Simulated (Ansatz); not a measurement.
H₃N (charge +1), SMILES [NH3+]: a ladder of basis sets, run with Ansatz 0.2.0 through its Python package.

Script `basis_h3n.py`:
```python
import argparse

import ansatz as az

parser = argparse.ArgumentParser(description="Basis-set convergence for H3N(+).")
parser.add_argument("--level", required=True, help="wavefunction method")
parser.add_argument("--net-charge", type=int, required=True, help="electrons removed")
args = parser.parse_args()


def main() -> None:
    geometry_ang = [
        ("N", (-0.0002, 0.008, 0.2948)),
        ("H", (-0.5975, -0.7633, -0.078)),
        ("H", (-0.3601, 0.895, -0.123)),
        ("H", (0.9579, -0.1397, -0.0939)),
    ]
    h3n = az.Crystal.molecule()
    for symbol, xyz in geometry_ang:
        h3n = h3n.atom(symbol, xyz)

    base = (
        h3n.calculation()
        .correlation(args.level)
        .charge(args.net_charge)
        .spin("collinear", total=1)
    )

    energies = {}
    for basis in ["cc-pVDZ", "cc-pVTZ", "cc-pVQZ"]:
        r = base.basis(gaussian=basis).run().report
        size = r["n_frozen"] + r["n_occupied"][0] + r["n_virtual"][0]
        energies[basis] = (r["reference_energy_ev"] / 27.211386246, r["free_energy_ev"] / 27.211386246)
        print(f"{basis:14s} {size:4d} orbitals  reference {energies[basis][0]:14.6f} Ha  total {energies[basis][1]:14.6f} Ha")

    small, large = (energies[b][1] - energies[b][0] for b in ("cc-pVTZ", "cc-pVQZ"))
    limit = (4 ** 3 * large - 3 ** 3 * small) / (4 ** 3 - 3 ** 3)
    print(f"correlation energy: {small:.6f} and {large:.6f} Ha, extrapolated {limit:.6f} Ha")
    print(f"share caught by the larger set: {100 * large / limit:.1f} %")


if __name__ == "__main__":
    main()
```

How far does the total energy move along this ladder of basis sets?

Against cc-pVDZ: cc-pVTZ -53.3 mHa and cc-pVQZ -69.5 mHa. The last step alone is -16.25 mHa.

What the script printed:

```console
$ python basis_h3n.py --level mp2 --net-charge 1
cc-pVDZ          29 orbitals  reference     -55.856930 Ha  total     -56.001525 Ha
cc-pVTZ          72 orbitals  reference     -55.873359 Ha  total     -56.054810 Ha
cc-pVQZ         145 orbitals  reference     -55.877097 Ha  total     -56.071063 Ha
correlation energy: -0.181451 and -0.193965 Ha, extrapolated -0.203097 Ha
share caught by the larger set: 95.5 %
```

Reading the output:
- The drop along the ladder measures the basis error, and is no property of the molecule.
- The geometry is a force-field or estimated start, not a minimum of this method, and the last set is no limit. Much of the fall in a total is atomic energy, which cancels in bond and reaction energies.
- The species is open-shell (spin multiplicity 2).
- Inner cores stay frozen, so this is valence correlation.
- An extrapolation from small basis sets is rough.
- Finished in 2.3 s on 1 thread of Intel(R) Xeon(R) Processor @ 2.30GHz, with other jobs on the host, peak memory 0.3 GiB.
